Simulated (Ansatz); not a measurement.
Geometry optimisation, Ansatz 0.2.0, UKS PBE-D4/6-31G.

Input file:

```yaml
crystal:
  periodic: [false, false, false]
  atoms:
    - { symbol: Al, position_ang: [-0.9647, -0.0964, -0.7112] }
    - { symbol: S, position_ang: [1.0562, 1.4587, -1.3803] }
    - { symbol: H, position_ang: [-1.3123, -1.2853, -1.6228] }
    - { symbol: H, position_ang: [-2.1168, 0.7754, -0.1752] }
    - { symbol: H, position_ang: [0.7795, 0.2588, -0.0664] }
    - { symbol: C, position_ang: [0.5269, -0.6887, 0.9256] }
    - { symbol: H, position_ang: [0.4506, 2.3837, -0.6309] }
    - { symbol: H, position_ang: [1.4521, -0.6184, 1.4904] }
    - { symbol: H, position_ang: [0.43, -1.7174, 0.5621] }
    - { symbol: H, position_ang: [-0.3015, -0.4705, 1.6087] }
magnetization:
  spin_polarized: true
basis:
  gaussian: { orbitals: "6-31G" }
hamiltonian:
  xc: pbe
  dispersion: d4
relax:
  f_tol: 0.15
  max_steps: 25
  restrain:
    - { distance: [0, 5], at: 1.97, k: 30.0 }
    - { distance: [4, 1], at: 1.36, k: 30.0 }
    - { distance: [0, 1], at: 3.56, k: 30.0 }
    - { distance: [4, 5], at: 2.37, k: 30.0 }
output:
  orbitals: {}
```

Launched with:

```bash
$ ansatz run input.yaml --threads 1 --pin off --max-ram 2048MiB --backend cpu --events-out ev --progress --plain --runs-dir out
```

Q: Where does it end, and by what steps?

A: The forces met the threshold. The restraints hold the end off the free minimum. Limits of this set-up: no polarisation functions. After 14 steps the energy has fallen by 0.334 eV (the restraints' own energy left out); H8 moved furthest, 1.23 Å. Parted: Al1–S2, Al1–H5. Joined: S2–H5.

| step | energy less start (eV) | largest force component (eV/Å) | accepted |
| --- | --- | --- | --- |
| 0 | 0.0000 | 1.827 | yes |
| 1 | 0.6107 | 1.829 | yes |
| 2 | 0.9159 | 2.421 | yes |
| 3 | 0.9109 | 2.039 | yes |
| 4 | 0.2513 | 1.110 | yes |
| 5 | -0.0636 | 0.737 | yes |
| 6 | -0.1831 | 0.726 | yes |
| 7 | -0.2374 | 0.437 | yes |
| 8 | -0.2449 | 0.376 | yes |
| 9 | -0.2514 | 0.636 | yes |
| 10 | -0.2734 | 0.472 | yes |
| 11 | -0.3080 | 0.379 | yes |
| 12 | -0.3176 | 0.574 | yes |
| 13 | -0.3281 | 0.446 | yes |
| 14 | -0.3340 | 0.312 | yes |

```xyz
10
Properties=species:S:1:pos:R:3
Al -1.336 -0.459 -0.350
S 1.464 1.424 -1.458
H -1.672 -1.543 -1.508
H -2.308 0.825 -0.138
H 1.506 0.689 -0.296
C 0.126 -0.806 0.936
H 0.982 2.563 -0.826
H 0.460 0.109 1.457
H 0.990 -1.299 0.453
H -0.213 -1.503 1.730
```

Whether the end is a true minimum wasn't checked by a vibrational analysis.

Run time: 49 s on 1 thread of Arm Neoverse V2 (shared host), peak memory 0.15 GiB.
